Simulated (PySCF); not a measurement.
## Working out the ionisation energy of C

C [He] 2s2 2p2 (3P) → C⁺ [He] 2s2 2p1 (2P). Computed with PySCF 2.14 in aug-cc-pVTZ-DK (5s4p3d2f, 46 functions), with the spin-free X2C one-electron Hamiltonian (Gaussian nucleus). Frozen: 1s2. Energies in hartree (1 hartree = 27.21139 eV):

```csv
part,C (lower),C⁺ (upper)
UHF,-37.706756,-37.310068
CCSD correlation,-0.087849,-0.074676
(T),-0.002172,-0.001157
```

Problem. What does Hartree-Fock give?

Solution. (-37.310068) − (-37.706756) = 0.396688 hartree = 10.794 eV.

Problem. What do CCSD and CCSD(T) give?

Solution. The CCSD correlation energies differ by 0.013173 hartree = 0.358 eV and the triples by 0.001015 hartree = 0.028 eV, so CCSD gives 11.152 eV and CCSD(T) 11.180 eV.

Measured between the centres of the two terms (NIST): 11.262 eV, so CCSD(T) (valence) is off by -0.082 eV.

What remains against the reference includes basis incompleteness, the frozen core and higher excitations.
